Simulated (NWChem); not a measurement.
Species: C₄H₅N cation, doublet; SMILES of the neutral closed-shell parent c1c[nH]cc1

```xyz
10

C      0.6778    -1.0264     0.0000
C     -0.6969    -1.0137     0.0000
C     -1.1073     0.3607     0.0000
N      0.0103     1.1418     0.0000
C      1.1135     0.3398     0.0000
H      1.3374    -1.8836     0.0000
H     -1.3723    -1.8585     0.0000
H     -2.1020     0.7897     0.0000
H      0.0198     2.1568     0.0000
H      2.1158     0.7506     0.0000
```
Atoms are numbered in this order, from 1.

Program: NWChem. Spin-unrestricted. In the optimisation the excess spin sits in a" (Cs, its own frame). Structure relaxed at the B3LYP/6-31G* (spherical d), spin-unrestricted level. This spin state was assumed; another may lie lower. No stability test was run on the SCF state. Level: PBE0/def2-SVP with SMD (1 M gas to 1 M solution), gas-phase geometry. Reactions with the solvent are ignored.

Problem. Predict the results for solvent water. Quantities: solvation free energy (kcal/mol); cavity-dispersion-structure term (kcal/mol).

Solution. 
| Property | Result |
|---|---|
| solvation free energy (kcal/mol) | -60.2 |
| cavity-dispersion-structure term (kcal/mol) | 3.4 |
